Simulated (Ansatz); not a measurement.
## Cost against result

The pair of HF (SMILES F, atoms 1–2) and CH$_{4}$ (SMILES C, atoms 3–7), both closed shells, in one local arrangement (a lower one may exist), relaxed at PBE0-D4/def2-TZVP:

```
7
angstrom
F -0.0908 0.0781 -2.4051
H -0.0574 0.0488 -1.4829
C 0.0293 -0.0250 0.7682
H 0.9625 0.4045 0.4001
H 0.0692 -0.0599 1.8559
H -0.0949 -1.0420 0.3924
H -0.8179 0.5957 0.4715
```

Interaction energies are counterpoise-corrected; the time is that of the whole pair.

Ansatz 0.2.0; basis: as named in each row; cores frozen in the correlated methods. B3LYP uses VWN-RPA correlation. Extrapolation: Hartree–Fock as exp(−7.88 √X), correlation as X^−2.97.

Times are rough, for one single point on 2 threads of a shared host (Arm Neoverse N1).

The estimate by CCSD(T) at an estimated basis limit (MP2 extrapolated from triple and quadruple zeta, plus CCSD(T) − MP2 in triple zeta) is -1.65 kcal/mol.

| method | basis | time (s) | interaction energy (kcal/mol) | method less estimate |
| --- | --- | --- | --- | --- |
| PBE-D4 | def2-TZVPPD | 2 | -2.05 | -0.40 |
| revPBE-D4 | def2-TZVPPD | 2 | -1.35 | 0.29 |
| PBE0-D4 | def2-TZVPPD | 2 | -1.90 | -0.25 |
| BLYP-D4 | def2-TZVPPD | 2 | -1.33 | 0.32 |
| B3LYP-D4 | def2-TZVPPD | 2 | -1.52 | 0.13 |
| HSE06-D4 | def2-TZVPPD | 2 | -1.90 | -0.25 |
| r2SCAN-D4 | def2-TZVPPD | 3 | -2.14 | -0.50 |
| B2PLYP | def2-TZVPPD | 4 | -1.21 | 0.44 |
| wB97X-V | def2-TZVPPD | 6 | -1.71 | -0.07 |
| wB97M-V | def2-TZVPPD | 6 | -1.72 | -0.07 |
| B97M-V | def2-TZVPPD | 7 | -1.78 | -0.13 |
| MP2 | def2-QZVPPD | 13 | -1.52 | 0.13 |
| CCSD(T) | def2-TZVPPD | 30 | -1.41 | 0.24 |

No T1 diagnostic of these runs exceeds 0.011.
